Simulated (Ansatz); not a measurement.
Consider the isomerisation: `FCC#CCF` → `C=CC=C(F)F`.

Program: Ansatz. Geometries: PBE0-D4/def2-TZVP. ΔE: electronic, gas phase. CCSD(T)/CBS adds triple-zeta CCSD(T) − MP2 to the extrapolated MP2 energy (def2 sets, frozen cores). Functionals use def2-TZVPP. B3LYP here is the variant with VWN-RPA as its local correlation; programs differ in this. HSE06 is defined as in plane-wave codes. One conformer a species, not always the lowest.

| level | ΔE (kJ/mol) | difference from CCSD(T)/CBS |
| --- | --- | --- |
| LDA (SPW92) | -127.7 | -32.8 |
| PBE-D4 | -112.7 | -17.8 |
| revPBE-D4 | -112.7 | -17.8 |
| r2SCAN-D4 | -116.0 | -21.1 |
| B97M-V | -114.4 | -19.5 |
| PBE0-D4 | -109.7 | -14.8 |
| r2SCANh-D4 | -114.3 | -19.4 |
| HSE06-D4 | -110.1 | -15.2 |
| BHLYP-D4 | -99.3 | -4.4 |
| CAM-B3LYP-D4 | -99.9 | -5.0 |
| ωB97X-V | -98.4 | -3.5 |
| ωB97M-V | -100.2 | -5.3 |
| B2PLYP | -93.1 | 1.8 |
| PBE-QIDH | -99.2 | -4.3 |
| PBE | -110.4 | -15.5 |
| revPBE | -104.7 | -9.8 |
| BLYP | -98.9 | -4.0 |
| r2SCAN | -115.5 | -20.6 |
| PBE0 | -107.8 | -12.9 |
| B3LYP | -99.0 | -4.1 |
| r2SCANh | -113.8 | -18.9 |
| HSE06 | -108.4 | -13.5 |
| BHLYP | -96.9 | -2.0 |
| CAM-B3LYP | -98.1 | -3.2 |
| LC-ωPBE | -96.9 | -2.0 |
| RPA@PBE/def2-TZVPP | -94.1 | 0.8 |
| HF/def2-SVP | -91.0 | 3.9 |
| MP2/def2-SVP | -101.0 | -6.1 |
| CCSD/def2-SVP | -104.8 | -9.9 |
| CCSD(T)/def2-SVP | -109.9 | -15.0 |
| HF/def2-TZVPP | -86.6 | 8.3 |
| MP2/def2-TZVPP | -86.9 | 8.0 |
| SCS-MP2/def2-TZVPP | -83.1 | 11.8 |
| CCSD/def2-TZVPP | -92.5 | 2.4 |
| CCSD(T)/def2-TZVPP | -96.7 | -1.8 |
| HF/def2-QZVPP | -87.1 | 7.8 |
| SCS-MP2/def2-QZVPP | -82.2 | 12.7 |
| HF/CBS(def2) | -87.2 | 7.7 |
| MP2/CBS(def2) | -85.1 | 9.8 |
| CCSD/CBS(def2) | -90.7 | 4.2 |
| CCSD(T)/CBS | -94.9 | 0 |

Largest T1 diagnostic among the species: 0.012.

The D4 term adds −3.6 kJ/mol with B3LYP and −1.8 kJ/mol with PBE0; it sums over pairs of atoms, weighted by their polarisabilities, and B3LYP, whose exchange is more repulsive, gets the larger term. Leaving LDA and LC-ωPBE aside and taking each functional with its dispersion term where it has one, the values spread over 22.9 kJ/mol, from r2SCAN-D4 to B2PLYP. LDA lies −17.3 kJ/mol from PBE without D4.
